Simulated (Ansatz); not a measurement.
For corundum (α-Al2O3), rVV10 in Ansatz (plane waves, PAW) gives:

```
Quantity                   Result
-------------------  ------------
lattice parameter a       4.819 Å
lattice parameter c      13.138 Å
bulk modulus              229 GPa
cohesive energy      6.33 eV/atom
band gap                  5.73 eV
```

What does r²SCAN+rVV10 in Ansatz (PAW) give for the same quantities?


- lattice constant a: 4.752 Å (shrinks by 1.4 %)
- lattice parameter c: 12.971 Å (falls by 1.3 %)
- bulk modulus: 259 GPa (goes up by 13 %)
- cohesive energy: 6.58 eV/atom (increases by 0.25 eV/atom)
- band gap: 7.15 eV (rises by 1.42 eV)

For comparison: lattice constant a 4.759 Å (measured, temperature not stated, not corrected to a static lattice; as tabulated in Lallet et al. (2009), arXiv:0801.3594); lattice parameter c 12.991 Å (measured, temperature not stated, no zero-point or thermal correction; as tabulated in Lallet et al. (2009), arXiv:0801.3594); bulk modulus 254 GPa (measured, 298 K, copied from a table, unchecked, not corrected to a static lattice, with K' = 4.34, our sources range from 239 to 254; as tabulated in BurnMan's mineral tables); cohesive energy 6.43 ± 0.03 eV/atom (worked out here from tabulated enthalpies at 298 K, brought to a static lattice with a Debye model, atoms in their spin–orbit ground levels; inputs from the CRC Handbook).

Changes are worked out from the printed values.

Unless a cell is named, each level is at its own relaxed cell (rVV10 8.81, r²SCAN+rVV10 8.46 Å³/atom).

Density-functional gaps are differences of (generalised) Kohn–Sham levels.

Ansatz's density-functional and Hartree–Fock values are scalar-relativistic unless marked +SOC, with PAW data made under PBE.

Ansatz is a program for electronic structure.
